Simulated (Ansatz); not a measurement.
hcp Ti, treated with revPBE (plane waves, PAW; Ansatz, an electronic-structure program).

Numerical settings: plane-wave cutoff 520 eV, 24×24×14 k mesh (along the axes of the cell as run), Fermi–Dirac smearing 0.029 eV (set by the program), no spin polarisation, scalar-relativistic PAW data made under PBE.

Computed at the level's own relaxed cell.

Elastic tensor (GPa, Voigt notation, ions relaxed):

```
  170.9    78.8    69.7     0.0     0.0     0.0
   78.8   170.9    69.7     0.0     0.0     0.0
   69.7    69.7   186.1     0.0     0.0     0.0
    0.0     0.0     0.0    45.1     0.0     0.0
    0.0     0.0     0.0     0.0    45.1     0.0
    0.0     0.0     0.0     0.0     0.0    46.0
```

### Question
Work out the Voigt, Reuss and Hill averages of the bulk and shear moduli, Young's modulus and Poisson's ratio from the printed constants.

### Answer
K_V = [C11 + C22 + C33 + 2(C12 + C13 + C23)]/9 = [527.9 + 2 × 218.2]/9 = 107.1 GPa. G_V = [527.9 − 218.2 + 3 × 136.2]/15 = 47.9 GPa. From the compliances S = C⁻¹, K_R = 107.1 and G_R = 47.5 GPa. Hill means: K = 107.1, G = 47.7 GPa. E = 9KG/(3K + G) = 125 GPa, ν = (3K − 2G)/(6K + 2G) = 0.31, K/G = 2.25.

Measured, for comparison: elastic constant C11 176 GPa, elastic constant C12 87 GPa, elastic constant C44 51 GPa, elastic constant C33 191 GPa, elastic constant C13 68 GPa (4 K, zero-point motion not removed; as tabulated in Ferrari et al. (2019), arXiv:1905.01197). Computed (rounded) less measured: elastic constant C11 -3 %, elastic constant C12 -9 %, elastic constant C44 -12 %, elastic constant C33 -3 %, elastic constant C13 +3 %.

Static lattice: no zero-point or thermal effects.
